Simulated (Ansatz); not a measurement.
Mulliken charges of C3H4O2S, SMILES `C=C(O)OC=S` from ωB97M-V/def2-TZVPP in Ansatz (PBE0-D4/def2-TZVP geometry).

| atom | x (Å) | y (Å) | z (Å) | charge (e) |
| --- | --- | --- | --- | --- |
| C1 | -0.488 | -1.615 | 0.447 | -0.273 |
| C2 | 0.064 | -0.447 | 0.144 | 0.332 |
| O3 | 1.367 | -0.125 | 0.186 | -0.280 |
| O4 | -0.729 | 0.580 | -0.261 | -0.166 |
| C5 | -0.232 | 1.784 | -0.582 | 0.018 |
| S6 | -1.175 | 2.994 | -1.060 | -0.160 |
| H7 | 0.119 | -2.448 | 0.771 | 0.079 |
| H8 | -1.557 | -1.737 | 0.368 | 0.107 |
| H9 | 1.866 | -0.894 | 0.479 | 0.196 |
| H10 | 0.847 | 1.859 | -0.488 | 0.146 |

By hand: the dipole of these point charges (1 e Å = 4.8032 D).

Σ q r = (0.409, -0.499, 0.199) e Å, of length 0.675 e Å = 3.24 D.

How does the dipole of the full density compare? (Best estimate.)

Computed: (0.576, -0.643, 0.262) e Å, 4.33 D; the point charges give 0.75 times that, at 2° from its direction.

Point charges leave out the atoms' own dipoles, such as those of lone pairs, and Mulliken's split depends on the basis, so the two needn't agree.
